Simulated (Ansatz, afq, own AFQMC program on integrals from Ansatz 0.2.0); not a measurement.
BSiH₂, quartet in cc-pVDZ along one coordinate

```yaml
atoms:
  - { symbol: Si, position_ang: [0.0000, -0.0471, 0.5518] }
  - { symbol: B, position_ang: [0.0000, -0.0605, -1.3633] }
  - { symbol: H, position_ang: [0.0000, 1.1711, 1.4474] }
  - { symbol: H, position_ang: [0.0000, 0.7893, -2.2001] }
```

The Si1–B2 distance is changed with both sides rigid. Energies in kJ/mol count from this geometry (1.915 Å) at the same level; the start stands on UHF, each point on the determinant named.

Basis cc-pVDZ. Only valence electrons are correlated. Ansatz 0.2.0 and our own AFQMC program on the same integrals; the CISD trial comes from CCSD amplitudes, and released means the phaseless constraint is let go. Uncertainties: one standard error, sampling alone.

Cautions, each for one point or more: higher spins were not checked; lower spins were not checked; raised T1 diagnostic; the ph-AFQMC/CISD walk drifts between its halves.

```csv
r(Si1–B2) / Å,det.,T1,weight,⟨S²⟩,CCSD(T),ph-AFQMC/CISD,released AFQMC,CCSDT(Q),MP2,B3LYP
1.745,UHF,0.020,0.90,3.76,44.9,46.5 ± 1.1,45.9 ± 1.3,45.3,41.5,37.7
2.148,UHF,0.033,0.88,3.76,21.0,21.2 ± 1.2,20.9 ± 1.5,20.1,26.2,25.2
2.620,UHF,0.043,0.85,3.78,144.8,144.0 ± 1.8,141.9 ± 2.2*,140.4,161.6,147.7
5.275,UHF,0.017,0.89,3.77,310.2,312.9 ± 1.0,311.8 ± 1.3,311.8,317.1,329.9
```

Weight is that of the determinant in the CISD state; at the start T1 is 0.025 and the weight 0.89, and ⟨S²⟩ is 3.76. An asterisk marks released energies that aren't shown to be converged. Largest departures from CCSDT(Q), at the points where its series has closed: CCSD(T) -1.6 kJ/mol at 5.275 (on UHF), ph-AFQMC/CISD 1.2 kJ/mol at 1.745 (on UHF) (within the noise), released AFQMC 0.8 kJ/mol at 2.148 (on UHF) (within the noise), MP2 6.1 kJ/mol at 2.148 (on UHF), B3LYP 18.1 kJ/mol at 5.275. Functionals count only at points shown to share the start's state and spin. In this small basis the wave-function levels are far from their limit, so their gap to the functionals isn't the functionals' error.

Some points may be missing: those where a free walk finds a much lower state, and past Zn most of those on another determinant than at the start.

A walk keeps the symmetry of its determinant, which the program's search chose and which needn't be the lowest solution, so a lower state of the same spin and another symmetry isn't excluded.
